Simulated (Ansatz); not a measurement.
Reaction: BeH (SMILES [BeH], doublet) → BeH+ (parent SMILES [BeH], singlet) + e-
Each species at its own B3LYP-D3(BJ)/def2-TZVP minimum (Ansatz, a program for electronic structure).

Property: adiabatic ionisation energy (electronic), in eV. Radicals and triplets start from unrestricted determinants; spin-orbit coupling is neglected. Correlated methods leave the cores frozen. No relativity. CBS(X,Y): correlation extrapolated as X^-3, Hartree-Fock from the larger set. A bracket is a step between two methods taken in the basis named. Full CI freezes restricted core orbitals, also for open shells; the composite that ends in it estimates full CI at the basis-set limit. For partners of very few electrons the exact lower level stands in for a higher one.

CCSD(T)/CBS(def2-TZVPP,def2-QZVPP) + [FCI - CCSD(T)]/def2-QZVPP (Ansatz) gives 8.29 eV.

Problem. What does PBE/def2-TZVPD (Ansatz) give here, and how do the other levels compare?

Solution. PBE gives 8.42 eV, 0.13 eV above it. Differences of the others: r2SCAN/def2-TZVPD (Ansatz) 0.12; B3LYP/def2-TZVPD (Ansatz) 0.19; PBE0/def2-TZVPD (Ansatz) 0.14; wB97M-V/def2-TZVPD (Ansatz) -0.22; CCSD(T)/CBS(def2-TZVPP,def2-QZVPP) (Ansatz) 0.00 eV. Nearer than PBE: r2SCAN/def2-TZVPD, CCSD(T)/CBS(def2-TZVPP,def2-QZVPP).
